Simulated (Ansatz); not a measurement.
**Energy profile**

The step: BNH₄ ([BH2][NH2]) + HCl → BH₂Cl ([BH2][Cl]) + NH₃ (still joined by a long B–N bond); bonds formed: B1–Cl6, N2–H5; bonds broken: H5–Cl6; bonds weakened to dative contacts: B1–N2 (atoms numbered as in the saddle structure below).

| atom | x (Å) | y (Å) | z (Å) |
| --- | --- | --- | --- |
| B1 | -0.3725 | -0.6933 | 0.2420 |
| N2 | -0.3217 | 0.7731 | -0.0031 |
| H3 | -0.8637 | -1.3722 | -0.6009 |
| H4 | -0.1582 | -1.0708 | 1.3484 |
| H5 | 0.9215 | 0.4509 | -0.4037 |
| Cl6 | 1.9515 | -0.6387 | -0.6076 |
| H7 | -0.2959 | 1.3959 | 0.7914 |
| H8 | -0.8609 | 1.1552 | -0.7666 |

Electronic energies by CCSD(T) at an estimated basis limit (MP2 extrapolated from triple and quadruple zeta, plus CCSD(T) − MP2 in triple zeta), on PBE0-D4/def2-TZVP structures; BNH5Cl, singlet; no counterpoise correction. Program: Ansatz 0.2.0. Basis: def2-TZVPP and def2-QZVPP. Cores are frozen in the correlated methods. Extrapolation: Hartree–Fock as exp(−7.88 √X), correlation as X^−2.97.

**Question.** Give the profile in kcal/mol, counted from the separated reactants. (To be estimated.)

**Answer.** The calculation gives:
| point | kcal/mol |
| --- | --- |
| separated: BNH4 (linked as [BH2][NH2]; B1, N2, H3, H4, H7, H8; singlet) + HCl (H5, Cl6; singlet) | 0.00 |
| start structure | -2.58 |
| saddle | 14.93 |
| end structure | -17.59 |
| separated: BH2Cl (linked as [BH2][Cl]; B1, H3, H4, Cl6; singlet) + NH3 (N2, H5, H7, H8; singlet) | 11.53 |

No T1 diagnostic of these runs exceeds 0.013.

Hydrogen chloride, the by-product of chloride precursors, can attack films and sites by steps of this kind.

For scale, one of the runs: CCSD(T)/def2-TZVPP, 174 basis functions, launched by `ansatz run in.yaml --threads 2 --pin off --events-out ev --progress --plain --max-ram 4352MiB`. Hardware: 2 CPU threads of an Intel Xeon 6975P-C, shared host. Wall time 11 s; peak host memory 1.7 GiB.
